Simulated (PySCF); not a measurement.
Compound: C₅H₅S (charge +1).
Atom-mapped SMILES: `[cH:1]1[cH:2][cH:3][s+:4][cH:5][cH:6]1` (hydrogens: H7 on C1; H8 on C2; H9 on C3; H10 on C5; H11 on C6)

Computed with PySCF at PBE0/pcSseg-1 and CAM-B3LYP/def2-SVPD, non-relativistic, on one gas-phase PBE0-D3(BJ)/def2-SVP geometry that isn't relaxed in the solvent. The solvent is an IEF-PCM continuum (van der Waals radii × 1.2). Only the electrostatic response of the medium enters.

Gas phase at PBE0/pcSseg-1: HOMO -13.88 eV, LUMO -8.08 eV.

**Question.** What does the continuum do to the energy and the frontier levels at PBE0/pcSseg-1 in methanol and dimethylsulfoxide?

**Answer.** 
```
          solvent      ε  E(solvent) − E(gas) (kcal/mol)  polarisation term (kcal/mol)  distortion of the solute (kcal/mol)  HOMO (eV)  LUMO (eV)
         methanol  32.61                          -54.12                        -54.21                                 0.09      -9.41      -3.63
dimethylsulfoxide  46.83                          -54.64                        -54.73                                 0.09      -9.37      -3.58
```

Polarisation term: ½ Σ q·V over the induced surface charges. Distortion: the rise of the solute's own energy as its density leaves the gas-phase optimum. From methanol to dimethylsulfoxide the lowering changes by a factor 1.01, Born's factor 1 − 1/ε by 1.01 and ε itself by 1.4.

**Question.** Which radius a makes Born's formula ΔE = −(q²/2a)(1 − 1/ε) give the value in dimethylsulfoxide?

**Answer.** a = q²(1 − 1/ε)/(2|ΔE|) = 2.97 Å, with q = +1 e and |ΔE| = 0.0871 Eh; the farthest nucleus lies 2.69 Å from the centroid of the nuclei. The formula assumes a point charge at the centre of a sphere.

**Question.** Which ESP-fitted charges (PBE0/pcSseg-1) respond most in dimethylsulfoxide (means over atoms taken as equivalent)?

**Answer.** 
```json
{"atoms": "C2/C6", "environment": "aromatic CH carbon", "gas (e)": "-0.208", "solvent (e)": "-0.233", "change": "-0.025"}
{"atoms": "S4", "environment": "ring sulfur", "gas (e)": "+0.272", "solvent (e)": "+0.247", "change": "-0.025"}
{"atoms": "C3/C5", "environment": "aromatic CH next to a ring sulfur", "gas (e)": "-0.016", "solvent (e)": "+0.008", "change": "+0.024"}
{"atoms": "C1", "environment": "aromatic CH carbon", "gas (e)": "+0.171", "solvent (e)": "+0.185", "change": "+0.014"}
{"atoms": "H9/H10", "environment": "aromatic hydrogen", "gas (e)": "+0.217", "solvent (e)": "+0.221", "change": "+0.004"}
{"atoms": "H8/H11", "environment": "aromatic hydrogen", "gas (e)": "+0.212", "solvent (e)": "+0.216", "change": "+0.004"}
```

Gas phase at CAM-B3LYP/def2-SVPD: HOMO -15.01 eV, LUMO -6.93 eV.

**Question.** What does the continuum do to the energy and the frontier levels at CAM-B3LYP/def2-SVPD in methanol and dimethylsulfoxide?

**Answer.** 
```tsv
solvent	ε	E(solvent) − E(gas) (kcal/mol)	polarisation term (kcal/mol)	distortion of the solute (kcal/mol)	HOMO (eV)	LUMO (eV)
methanol	32.61	-53.99	-54.13	0.14	-10.54	-2.49
dimethylsulfoxide	46.83	-54.50	-54.65	0.15	-10.50	-2.45
```

**Question.** How does the static polarisability (CAM-B3LYP/def2-SVPD, frozen core, with the continuum's full static response) change?

**Answer.** 
| medium | isotropic (au) | principal values (au) | ⟨r²⟩ of the electrons (bohr²) |
| --- | --- | --- | --- |
| gas | 66.3 | 39.8, 77.7, 81.4 | 555.2 |
| methanol | 94.1 | 54.4, 110.3, 117.6 | 555.4 |
| dimethylsulfoxide | 94.6 | 54.7, 110.9, 118.3 | 555.4 |

The isotropic value in dimethylsulfoxide is 1.43 times the gas-phase one; no cavity-field correction is applied. ⟨r²⟩ is taken about the centre of nuclear charge.

On AMD EPYC 9B14, one thread, no GPU (shared host), this took 8.3 s and 0.73 GiB of memory at its peak. This is the whole shielding run at PBE0/pcSseg-1 in dimethylsulfoxide, SCF included.
